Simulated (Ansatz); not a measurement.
# AlNH (quartet): RPA-PBE over vertical spin and charge gaps, cc-pVDZ

Aim: run AlNH (quartet) with these functionals over vertical spin and charge gaps, and hold them against the top wave-function level at the same points.

Method: cc-pVDZ, all electrons in the functionals, frozen cores in the correlation of double hybrids and RPA; program: Ansatz 0.2.0, Gaussian basis.

The runs, in order: RPA-PBE, at charge 0, quartet; charge 0, doublet; charge 0, sextet; charge 1, triplet; charge 1, quintet.

7 further runs of the same task are left out: 4 for a known fault of the program, 3 set aside as unsound or not needed.

## 1. The geometry

The geometry is a PBE0/def2-TZVP stationary point (not a proven minimum).

3 atoms, charge 0, spin multiplicity 4.

Atoms are counted from 1 here; the program's logs count them from 0.

Bond lengths: Al1–N2 1.909 Å, N2–H3 1.029 Å. Angles: Al1–N2–H3 108.4°.

No dispersion term is added.

The geometry shown and the zero of energy belong to the point charge 0, quartet. The yardstick, UCCSDTQ, and other wave-function levels (R restricted, U unrestricted, valence and pair active spaces) come from earlier runs.

## 2. RPA-PBE, charge 0, quartet

in.yaml reads:

```yaml
crystal:
  periodic: [false, false, false]
  atoms:
    - {symbol: Al, position_ang: [0.000000, -0.031887, 0.689947]}
    - {symbol: N, position_ang: [0.000000, 0.120874, -1.212902]}
    - {symbol: H, position_ang: [0.000000, -0.826124, -1.614269]}
basis:
  gaussian: {orbitals: cc-pVDZ}
magnetization: {spin_polarized: true, initial_magnetization: 3}
hamiltonian: {xc: {name: PBE}}
correlation: {method: rpa, electrons: outside_noble_gas}
```

The run is started by

```sh
ansatz run in.yaml --threads 1 --pin off --events-out ev --progress --plain --max-ram 4096MiB --backend cpu
```

Further steps of the session: RPA-PBE, charge 0, doublet; RPA-PBE, charge 0, sextet; RPA-PBE, charge 1, triplet; RPA-PBE, charge 1, quintet.

Before running them: what should the planned runs give, taken together? Wanted: quartet to doublet, UCCSDTQ; quartet to sextet, UCCSDTQ; ionisation to the triplet cation, UCCSDTQ; ionisation to the quintet cation, UCCSDTQ; largest miss, RPA-PBE.

The runs gave:

| quantity | value |
| --- | --- |
| quartet to doublet, UCCSDTQ | -2.432 eV |
| quartet to sextet, UCCSDTQ | 4.212 eV |
| ionisation to the triplet cation, UCCSDTQ | 5.642 eV |
| ionisation to the quintet cation, UCCSDTQ | 10.057 eV |
| largest miss, RPA-PBE | +0.298 eV (ionisation to the quintet cation) |

RPA-PBE strays by up to 0.298 eV, at ionisation to the quintet cation. Functionals and the yardstick converge differently with the basis, so part of each miss in cc-pVDZ is the basis.
